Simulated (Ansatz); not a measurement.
One change: `C1CC1` becomes `CC1CC1`.

Ansatz, PBE0-D4/def2-TZVP geometries, multiplicity 1. 

```csv
property,`C1CC1`
size of the dipole moment (PBE/def2-TZVPP) / D,0.00
HOMO energy (PBE0/def2-TZVPP) / eV,-8.39
LUMO energy (PBE0/def2-TZVPP) / eV,1.71
size of the dipole moment (B3LYP/def2-TZVPP) / D,0.00
LUMO energy (ωB97M-V/def2-TZVPP) / eV,3.18
zero-point energy (PBE0-D4/def2-TZVP) / kJ/mol,214.1
```

(1) Give the same properties after the change, and the shifts. (An estimate is asked.)

## Answers

(1) Computed: 
| property | `CC1CC1` | shift |
| --- | --- | --- |
| size of the dipole moment (PBE/def2-TZVPP) / D | 0.14 | 0.14 |
| HOMO energy (PBE0/def2-TZVPP) / eV | -7.89 | 0.50 |
| LUMO energy (PBE0/def2-TZVPP) / eV | 1.58 | -0.13 |
| size of the dipole moment (B3LYP/def2-TZVPP) / D | 0.14 | 0.14 |
| LUMO energy (ωB97M-V/def2-TZVPP) / eV | 3.01 | -0.17 |
| zero-point energy (PBE0-D4/def2-TZVP) / kJ/mol | 288.0 | 73.9 |

With PBE0 the HOMO rises by 0.50 eV and the LUMO falls by 0.13 eV, so the gap narrows by about 0.63 eV. PBE moves the HOMO by 0.47 eV and ωB97M-V by 0.54 eV. The zero-point energy changes by 73.9 kJ/mol with +9 modes.

B3LYP here is the variant with VWN-RPA as its local correlation; programs differ in this.
